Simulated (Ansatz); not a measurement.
**One shape, several levels: singlet [Si2NH6]+**

Wanted: a comparison of 6 runs (BHLYP/cc-pVDZ, CAM-B3LYP/cc-pVDZ, HSE06/cc-pVDZ, PBE-QIDH/cc-pVDZ, PBE/cc-pVDZ, r2SCAN0/cc-pVDZ) of singlet [Si2NH6]+. 

The calculation is run with Ansatz 0.2.0.

60 further runs of the same task are left out: 60 set aside as unsound or not needed.

## Step 1: The structure to begin with

The species is [Si2NH6]+ (9 atoms), meant as a singlet with charge +1. SMILES of the parent species: `[SiH2]N[SiH3]`. Geometry: relaxed at PBE0-D4/def2-TZVP. This is one conformer, not always the lowest. That shape belongs to the parent species and isn't relaxed for this state.

Bond lengths: Si1–N2 1.730 Å, N2–Si3 1.731 Å, Si1–H4 1.491 Å, Si1–H5 1.494 Å, N2–H6 1.011 Å, Si3–H7 1.488 Å, Si3–H8 1.483 Å, Si3–H9 1.488 Å. Some angles: Si1–N2–Si3 128.1°, Si1–N2–H6 115.1°, Si3–N2–H6 116.2°, N2–Si1–H4 107.7°, N2–Si1–H5 108.7°, N2–Si3–H7 111.1°, N2–Si3–H8 107.0°, N2–Si3–H9 112.0°, H4–Si1–H5 110.7°, H7–Si3–H8 109.8°.

## Step 2: The energy at BHLYP/cc-pVDZ (run 1)

run.yaml

```yaml
crystal:
  periodic: [false, false, false]
  atoms:
    - {symbol: Si, position_ang: [-1.200900, 0.925300, -0.948400]}
    - {symbol: N, position_ang: [0.196900, 0.625800, 0.025200]}
    - {symbol: Si, position_ang: [0.611700, -0.820500, 0.880200]}
    - {symbol: H, position_ang: [-1.616500, -0.372000, -1.554500]}
    - {symbol: H, position_ang: [-0.842900, 1.913400, -2.010900]}
    - {symbol: H, position_ang: [0.764100, 1.439300, 0.222200]}
    - {symbol: H, position_ang: [1.982600, -1.276500, 0.525400]}
    - {symbol: H, position_ang: [-0.378200, -1.853400, 0.488500]}
    - {symbol: H, position_ang: [0.571600, -0.627700, 2.355400]}
basis:
  gaussian: {orbitals: cc-pVDZ}
total_charge: 1
hamiltonian: {xc: {name: BHLYP}}
accuracy: high
output: {orbitals: {seedname: orbitals}}
```

Started as:

```
$ ansatz run run.yaml --threads 1 --pin off --max-ram 3480MiB --events-out events.jsonl --progress --plain --runs-dir runs
```

Output:

```text
Warning: RAYON_NUM_THREADS=1 ignored (pool sized by the plan → 1); use --threads N
Functional definition: BHLYP
  name "BHLYP"
  parameter a = 0.5
  exchange = (1 - a)*b88_x + a*exact_x
  correlation = lyp_c
1929 factors; integrals over basis functions are off by at most 3.8e-9 eV
mean field evaluation 1: about -17323.8495 eV, gradient 6.6e1 eV
mean field evaluation 2: about -17298.8525 eV, gradient 1.1e2 eV
mean field evaluation 4: about -17333.4825 eV, gradient 2.2e0 eV
mean field evaluation 8: about -17333.7812 eV, gradient 2.7e-1 eV
mean field evaluation 16: about -17333.7814 eV, gradient 3.4e-5 eV
mean field -17333.78140458 eV, -637.0047173592 hartree, gradient 1.7e-8 eV, S^2 0.000000; 0 other end points of the search recorded, 0 dependent functions left out
reference -17333.78143417 eV, -637.0047184468 hartree; 20, 20 occupied and 60, 60 virtual orbitals, 1929 factors
Total energy: -17333.78143417 eV, -637.0047184468 hartree
```

Run time: 9 s. Hardware: 1 thread of Arm Neoverse V1, shared host; peak memory 0.26 GiB.

## Step 3: A single-point energy at CAM-B3LYP/cc-pVDZ (run 2)

molecule.yaml

```yaml
crystal:
  periodic: [false, false, false]
  atoms:
    - {symbol: Si, position_ang: [-1.200900, 0.925300, -0.948400]}
    - {symbol: N, position_ang: [0.196900, 0.625800, 0.025200]}
    - {symbol: Si, position_ang: [0.611700, -0.820500, 0.880200]}
    - {symbol: H, position_ang: [-1.616500, -0.372000, -1.554500]}
    - {symbol: H, position_ang: [-0.842900, 1.913400, -2.010900]}
    - {symbol: H, position_ang: [0.764100, 1.439300, 0.222200]}
    - {symbol: H, position_ang: [1.982600, -1.276500, 0.525400]}
    - {symbol: H, position_ang: [-0.378200, -1.853400, 0.488500]}
    - {symbol: H, position_ang: [0.571600, -0.627700, 2.355400]}
basis:
  gaussian: {orbitals: cc-pVDZ}
total_charge: 1
hamiltonian: {xc: {name: CAM-B3LYP}}
accuracy: high
output: {orbitals: {seedname: orbitals}}
```

Started as:

```
$ ansatz run molecule.yaml --threads 1 --pin off --max-ram 3480MiB --events-out events.jsonl --progress --plain --runs-dir runs
```

Output:

```text
Warning: RAYON_NUM_THREADS=1 ignored (pool sized by the plan → 1); use --threads N
Functional definition: CAM-B3LYP
  name "CAM-B3LYP"
  parameter alpha = 0.19
  parameter beta = 0.46
  parameter omega = 0.33/bohr
  parameter ac = 0.81
  exchange = (1 - alpha - beta)*b88_x + beta*b88_x_sr(omega) + alpha*exact_x + beta*exact_x_lr(omega)
  correlation = (1 - ac)*vwn5_c + ac*lyp_c
1929 factors; integrals over basis functions are off by at most 3.8e-9 eV
431 factors; integrals over basis functions are off by at most 1.7e-9 eV
mean field evaluation 1: about -17322.8476 eV, gradient 7.2e1 eV
mean field evaluation 2: about -17293.0355 eV, gradient 1.2e2 eV
mean field evaluation 4: about -17333.9524 eV, gradient 2.5e0 eV
mean field evaluation 8: about -17334.0756 eV, gradient 3.5e-1 eV
mean field evaluation 16: about -17334.0759 eV, gradient 2.9e-5 eV
mean field -17334.07590756 eV, -637.0155401443 hartree, gradient 7.4e-8 eV, S^2 0.000000; 0 other end points of the search recorded, 0 dependent functions left out
reference -17334.07592864 eV, -637.0155409188 hartree; 20, 20 occupied and 60, 60 virtual orbitals, 1929 factors
Total energy: -17334.07592864 eV, -637.0155409188 hartree
```

Run time: 8.7 s. Hardware: 1 thread of Arm Neoverse V1, shared host; peak memory 0.29 GiB.

Runs 3 to 5 aren't shown in full; the table further down has their settings and results.

## Step 4: The energy at r2SCAN0/cc-pVDZ (run 6)

in.yaml

```yaml
crystal:
  periodic: [false, false, false]
  atoms:
    - symbol: Si
      position_ang: [-1.200900, 0.925300, -0.948400]
    - symbol: "N"
      position_ang: [0.196900, 0.625800, 0.025200]
    - symbol: Si
      position_ang: [0.611700, -0.820500, 0.880200]
    - symbol: H
      position_ang: [-1.616500, -0.372000, -1.554500]
    - symbol: H
      position_ang: [-0.842900, 1.913400, -2.010900]
    - symbol: H
      position_ang: [0.764100, 1.439300, 0.222200]
    - symbol: H
      position_ang: [1.982600, -1.276500, 0.525400]
    - symbol: H
      position_ang: [-0.378200, -1.853400, 0.488500]
    - symbol: H
      position_ang: [0.571600, -0.627700, 2.355400]
basis:
  gaussian:
    orbitals: cc-pVDZ
output: {orbitals: {seedname: orbitals}}
hamiltonian:
  xc: {name: r2SCAN0}
accuracy: high
total_charge: 1
```

Started as:

```
$ ansatz run in.yaml --threads 1 --pin off --max-ram 3480MiB --events-out events.jsonl --progress --plain --runs-dir runs
```

Output:

```text
Warning: RAYON_NUM_THREADS=1 ignored (pool sized by the plan → 1); use --threads N
Functional definition: r2SCAN0
  name "r2SCAN0"
  parameter a = 0.25
  parameter k0 = 0.174
  parameter k1 = 0.065
  parameter a1 = 4.9479
  exchange = (1 - a)*r2scan_x(k0 = k0, k1 = k1, a1 = a1) + a*exact_x
  correlation = r2scan_c
1929 factors; integrals over basis functions are off by at most 3.8e-9 eV
mean field evaluation 1: about -17320.4756 eV, gradient 7.1e1 eV
mean field evaluation 2: about -17280.5927 eV, gradient 1.2e2 eV
mean field evaluation 4: about -17331.6438 eV, gradient 4.6e0 eV
mean field evaluation 8: about -17331.8483 eV, gradient 2.0e-1 eV
mean field evaluation 16: about -17331.8484 eV, gradient 9.1e-6 eV
mean field -17331.84840138 eV, -636.9336808019 hartree, gradient 1.2e-8 eV, S^2 0.000000; 0 other end points of the search recorded, 0 dependent functions left out
reference -17331.84840206 eV, -636.9336808267 hartree; 20, 20 occupied and 60, 60 virtual orbitals, 1929 factors
Total energy: -17331.84840206 eV, -636.9336808267 hartree
```

Wall time 14 s (1 thread of Arm Neoverse V1, shared host); peak memory 0.32 GiB.

## Step 5: The series

| run | level | frozen core orbitals | energy (Eh) | HOMO energy (eV) | LUMO energy (eV) | HOMO–LUMO gap (eV) | wall time |
| --- | --- | --- | --- | --- | --- | --- | --- |
| 1 | BHLYP/cc-pVDZ | – | -637.004718 | -14.64 | -8.72 | 5.92 | 9 s |
| 2 | CAM-B3LYP/cc-pVDZ | – | -637.015541 | -14.84 | -8.50 | 6.35 | 8.7 s |
| 3 | HSE06/cc-pVDZ | – | -636.708374 | -13.19 | -9.94 | 3.24 | 7.8 s |
| 4 | PBE-QIDH/cc-pVDZ | 11 | -636.515857 | -15.40 | -7.93 | 7.47 | 9.9 s |
| 5 | PBE/cc-pVDZ | – | -636.662226 | -12.48 | -10.27 | 2.21 | 6.6 s |
| 6 | r2SCAN0/cc-pVDZ | – | -636.933681 | -13.75 | -9.57 | 4.19 | 14 s |

## Step 6: What came out

```
            quantity          value
 run 6: total energy  -636.93368 Eh
  run 6: HOMO energy      -13.75 eV
  run 6: LUMO energy       -9.57 eV
run 6: HOMO–LUMO gap        4.19 eV
```

The HOMO–LUMO gap runs from 2.21 eV (PBE/cc-pVDZ) to 7.47 eV (PBE-QIDH/cc-pVDZ). A double hybrid's value is that of its SCF part. Totals of different functionals can't be ranked against each other. All runs together took 56 s, the longest 14 s.
